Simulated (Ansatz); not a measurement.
**Relative stability**

Two relaxed structures of CH5NNa (charge +1), singlet (PBE0-D4/def2-TZVP; forces vanish, vibrations not checked).

A:

```
8
angstrom
C 0.2956 -0.6439 -0.3823
N -0.0083 0.5770 0.3939
Na -2.2671 1.1893 0.3620
H 0.0108 -0.4971 -1.4248
H -0.2769 -1.4834 0.0139
H 1.3540 -0.9103 -0.3533
H 0.3155 0.4371 1.3475
H 0.5764 1.3313 0.0431
```

B:

| atom | x (Å) | y (Å) | z (Å) |
| --- | --- | --- | --- |
| C1 | -0.1228 | 0.5548 | 0.3558 |
| N2 | 0.3454 | -0.6772 | -0.3952 |
| Na3 | -2.3330 | 1.4457 | 0.5246 |
| H4 | 0.1287 | -0.5966 | -1.3865 |
| H5 | -0.1370 | -1.5075 | -0.0577 |
| H6 | 1.3497 | -0.8645 | -0.3228 |
| H7 | 0.2215 | 0.3899 | 1.3822 |
| H8 | 0.5051 | 1.3620 | -0.0358 |

Computed with Ansatz 0.2.0 (basis: def2-TZVPP); correlated methods freeze the cores. The outer core shell of Li, Na, Mg and K is correlated. The def2 sets are not built for correlating such inner shells, so the correlated values are less sure here. B3LYP uses VWN-RPA correlation.

Which structure is lower at CCSD(T), and by how much? (Judge from chemistry; the value comes from the calculation.)

Computed: A, by 1.835 eV (electronic energy, against the other). By their contacts, A is CH₅NNa ([CH3][NH2][Na]), total charge +1 and B is CH₅NNa ([NH3][CH2][Na]), total charge +1.

All methods give the same order:

```json
{"method": "PBE-D4", "E(B) − E(A) (eV)": "1.713"}
{"method": "r2SCAN-D4", "E(B) − E(A) (eV)": "1.817"}
{"method": "PBE0-D4", "E(B) − E(A) (eV)": "1.779"}
{"method": "B3LYP-D4", "E(B) − E(A) (eV)": "1.785"}
{"method": "wB97M-V", "E(B) − E(A) (eV)": "1.762"}
{"method": "HF", "E(B) − E(A) (eV)": "1.925"}
{"method": "MP2", "E(B) − E(A) (eV)": "1.857"}
{"method": "CCSD", "E(B) − E(A) (eV)": "1.851"}
{"method": "CCSD(T)", "E(B) − E(A) (eV)": "1.835"}
```

No T1 diagnostic of these runs exceeds 0.008.

Labels in which every atom is bracketed show which atoms are joined, not bond orders.

For scale, one of the runs: CCSD(T)/def2-TZVPP, 164 basis functions, launched by `ansatz run in.yaml --threads 2 --pin off --events-out ev --progress --plain --max-ram 4352MiB`. The run took 8 s on 2 CPU threads of an AMD EPYC 9R45 (shared host), with 1.4 GiB of host memory at its peak.
